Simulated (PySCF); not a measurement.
**SiO⁺: frontier orbitals**

r²SCAN at R = 1.529 Å; Si 6-311G(d,p), O 6-311G(d,p); no relativity (PySCF 2.14). State: ²Σ⁺ (doublet), unpaired electrons σ ↑. Only the outer orbitals are listed, counted within each symmetry.

```csv
spin,orbital,occ.,ε (eV),on Si (%),main shells (%)
α,5σ,1,-34.12,13,84 O s
α,6σ,1,-20.50,49,"48 Si s, 40 O p, 10 O s"
α,7σ,1,-17.28,64,"34 O p, 33 Si s, 30 Si p"
α,2π,1,-16.88,19,"81 O p, 17 Si p"
α,2π,1,-16.88,19,"81 O p, 17 Si p"
α,3π,0,-10.74,86,"84 Si p, 14 O p"
α,3π,0,-10.74,86,"84 Si p, 14 O p"
α,8σ,0,-6.56,106,"74 Si p, 17 Si s, 15 Si d"
β,5σ,1,-33.06,14,82 O s
β,6σ,1,-18.91,58,"57 Si s, 30 O p, 12 O s"
β,2π,1,-16.54,21,"79 O p, 18 Si p"
β,2π,1,-16.54,21,"79 O p, 18 Si p"
β,7σ,0,-14.90,58,"40 O p, 31 Si s, 25 Si p"
β,3π,0,-9.86,84,"83 Si p, 16 O p"
β,3π,0,-9.86,84,"83 Si p, 16 O p"
```

Q: Which are the highest filled and the lowest empty level, where do they sit, and how wide is the gap?

A: Highest filled β 2π at -16.54 eV (in %: 79 O p, 18 Si p); lowest empty β 7σ at -14.90 eV (in %: 40 O p, 31 Si s, 25 Si p); the gap at r²SCAN is 1.64 eV.

* bond order (Mayer): 2.19
* ⟨S²⟩: 0.761
* charge on Si (Mulliken, basis-dependent): 1.24
* charge on Si (Löwdin, basis-dependent): 1.10
* dipole moment (positive dipole points towards O; it is taken about the centre of mass and depends on that origin): -4.47 D

Shares are Mulliken populations and can fall outside 0 to 100 %.

The state was picked by a PBE0 search and need not be the measured ground state.
